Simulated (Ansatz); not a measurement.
The first iterations of a band of BH3OSi (6 atoms, charge 0, multiplicity 1).

Computed with RKS B3LYP/def2-TZVP in Ansatz 0.2.0.

```yaml
movable_images: 5
climbing_image: yes
spring: 5.0 eV/Å²
optimiser: quadratic models (default)
start_path: through a guess of the saddle point
force_threshold: 0.2 eV/Å
iteration_limit: 60
end_points: relaxed
```

Image 0:

```xyz
6
Properties=species:S:1:pos:R:3
B 0.256 -0.530 -0.858
Si -0.237 0.478 0.803
O -0.464 1.987 0.741
H -0.585 -0.970 -1.575
H 1.395 -0.656 -1.177
H -0.366 -0.308 2.065
```

Image 6:

```xyz
6
Properties=species:S:1:pos:R:3
B 0.167 -0.768 -0.229
Si -0.237 1.121 0.324
O -0.549 2.532 0.754
H 1.287 -0.635 -0.641
H -0.702 -0.935 -1.041
H 0.035 -1.315 0.833
```

| iteration | highest image above the first end (eV) | largest band force component (eV/Å) |
| --- | --- | --- |
| 1 | 12.774 | 34.039 |
| 2 | 4.191 | 9.203 |
| 3 | 2.919 | 5.045 |
| 4 | 2.242 | 2.017 |
| 5 | 1.458 | 2.058 |
| 6 | 0.940 | 2.035 |

Task: Does the band converge within its limit, and where does its top end?

Result: The forces met the threshold. It ended after 20 iterations with the highest image 0.393 eV above the first end. The threshold of 0.2 eV/Å is loose, so the images may lie well off the minimum-energy path. The profile has 2 maxima (images 1, 4) with wells between them (image 3): this band takes more than one step, which may be the mechanism or a detour left from its start path. Another band between the same ends (5 images) ends at a top of the same energy, where a vibrational analysis finds 1 clearly imaginary mode. The orbitals stay closed-shell, which can raise the energy where a bond breaks towards radicals; this wasn't checked here.

Run time: 2.4 min on 2 threads of Arm Neoverse V2 (shared host), peak memory 0.23 GiB.
